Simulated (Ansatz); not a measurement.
in.yaml

```yaml
crystal:
  periodic: [false, false, false]
  atoms:
    - {symbol: Cl, position_ang: [0.000000, 0.000000, -1.211333]}
    - {symbol: H, position_ang: [0.000000, 0.000000, 0.108667]}
    - {symbol: H, position_ang: [0.000000, 0.000000, 1.102667]}
basis:
  gaussian: {orbitals: cc-pVDZ}
magnetization: {spin_polarized: true, initial_magnetization: 1}
hamiltonian: {xc: {name: B2PLYP}}
correlation: {electrons: outside_noble_gas}
```

```sh
$ ansatz run in.yaml --threads 1 --pin off --events-out ev --progress --plain --max-ram 4096MiB --backend cpu
```

The program prints:

```
282 factors; integrals over basis functions are off by at most 1.2e-3 eV
mean field evaluation 1: about -12546.6938 eV, gradient 6.3e0 eV
mean field evaluation 2: about -12546.7005 eV, gradient 6.2e0 eV
mean field evaluation 4: about -12547.0515 eV, gradient 1.0e0 eV
mean field evaluation 8: about -12547.0659 eV, gradient 2.4e-2 eV
mean field evaluation 16: about -12547.0659 eV, gradient 4.7e-6 eV
mean field -12547.06589849 eV, -461.0961670629 hartree, gradient 4.7e-6 eV, S^2 0.760204; 0 other end points of the search recorded, 0 dependent functions left out
5 core orbitals not correlated: weight in the atoms' cores, before any rotation towards them, 1.000 or more for the frozen orbitals, at most 0.000 for the correlated occupied ones
reference -12547.06599719 eV, -461.0961706898 hartree; 5, 4 occupied and 18, 19 virtual orbitals, 282 factors
second order -5.09616114 eV of doubles, -0.00000000 eV of singles
Total energy: -12548.44196069 eV, -461.1467364161 hartree
```

Ran on 1 thread of AMD EPYC 7R13, shared host: 0.48 s wall, 0.11 GiB peak host memory.
